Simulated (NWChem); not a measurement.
## H4Si in NWChem

```xyz
5

Si     0.0000     0.0000     0.0000
H      1.2187     0.0000     0.8618
H     -1.2187     0.0000     0.8618
H      0.0000    -1.2187    -0.8618
H      0.0000     1.2187    -0.8618
```
Charge 0, spin multiplicity 1.

The numbers come from NWChem runs, not from measurements. The geometry was optimised at PBE0/def2-SVP, a minimum by its harmonic frequencies.

Symmetry labels belong to the abelian group C2v used in the runs, with the axes of the coordinates shown; states degenerate in a higher group split over its labels.

The structure started from a generated list of species.

**Question.** List the lowest 5 singlet excitations that TDA-CAM-B3LYP/aug-cc-pVDZ gives, with oscillator strengths.

**Answer.** 
| state | symmetry | energy (eV) | wavelength (nm) | f |
|---|---|---|---|---|
| 1 | b1 | 8.87 | 140 | 0.146 |
| 2 | b2 | 8.87 | 140 | 0.145 |
| 3 | a1 | 8.87 | 140 | 0.146 |
| 4 | a2 | 9.08 | 137 | 0.000 |
| 5 | b1 | 9.08 | 137 | 0.000 |
